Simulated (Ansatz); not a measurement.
Geometry optimisation, RKS PBE/def2-SVP in Ansatz 0.2.0.

Input file:

```yaml
crystal:
  periodic: [false, false, false]
  atoms:
    - { symbol: C, position_ang: [-1.8044, 0.0184, 0.0209] }
    - { symbol: "N", position_ang: [-1.0814, -0.6063, 1.0419] }
    - { symbol: C, position_ang: [0.1522, -0.7882, 0.8326] }
    - { symbol: C, position_ang: [1.0767, -0.3684, -0.3638] }
    - { symbol: "N", position_ang: [2.02695, -1.38173, -0.59676] }
    - { symbol: H, position_ang: [-1.4401, 1.0615, -0.2429] }
    - { symbol: H, position_ang: [-1.8994, -0.5507, -0.8887] }
    - { symbol: H, position_ang: [-2.8323, 0.2426, 0.3707] }
    - { symbol: H, position_ang: [0.7575, -1.2574, 1.7018] }
    - { symbol: H, position_ang: [1.57576, 0.56373, -0.01877] }
    - { symbol: H, position_ang: [0.44451, -0.15291, -1.16713] }
    - { symbol: H, position_ang: [2.56753, -1.62167, 0.24596] }
    - { symbol: H, position_ang: [2.72339, -1.04444, -1.23793] }
basis:
  gaussian: { orbitals: def2-SVP }
hamiltonian:
  xc: pbe
relax:
  f_tol: 0.015
  max_steps: 40
```

Launched with:

```bash
$ ansatz run input.yaml --threads 2 --pin off --max-ram 3072MiB --backend cpu --events-out ev --progress --plain --runs-dir out
```

Q: Where does it end, and by what steps?

A: The run ended unconverged. After 39 steps the energy has fallen by 0.504 eV; H12 moved furthest, 1.14 Å.

```csv
step,energy less start (eV),largest force component (eV/Å),accepted
0,0.0000,3.673,yes
2,-0.3961,0.410,yes
4,-0.4206,0.129,yes
6,-0.4391,0.287,yes
8,-0.4560,0.126,yes
10,-0.4734,0.216,yes
12,-0.4555,0.631,no
14,-0.4816,0.325,no
16,-0.4867,0.058,yes
18,-0.4875,0.062,yes
20,-0.4879,0.139,yes
22,-0.4900,0.032,yes
24,-0.4903,0.046,yes
26,-0.4923,0.081,yes
28,-0.4941,0.093,yes
30,-0.4804,0.381,no
32,-0.4979,0.078,yes
34,-0.4999,0.037,yes
36,-0.5007,0.172,no
38,-0.5025,0.023,yes
39,-0.5036,0.033,yes
```

```xyz
13
Properties=species:S:1:pos:R:3
C -1.766 0.303 0.164
N -1.136 -0.777 0.891
C 0.043 -1.175 0.597
C 0.998 -0.687 -0.480
N 2.363 -1.095 -0.163
H -1.083 0.984 -0.401
H -2.484 -0.126 -0.572
H -2.373 0.916 0.864
H 0.454 -2.030 1.181
H 0.849 0.409 -0.656
H 0.700 -1.179 -1.435
H 2.708 -0.564 0.647
H 2.993 -0.864 -0.939
```

The run took 68 s on 2 threads of Arm Neoverse V2, on a shared host, peak memory 0.14 GiB.
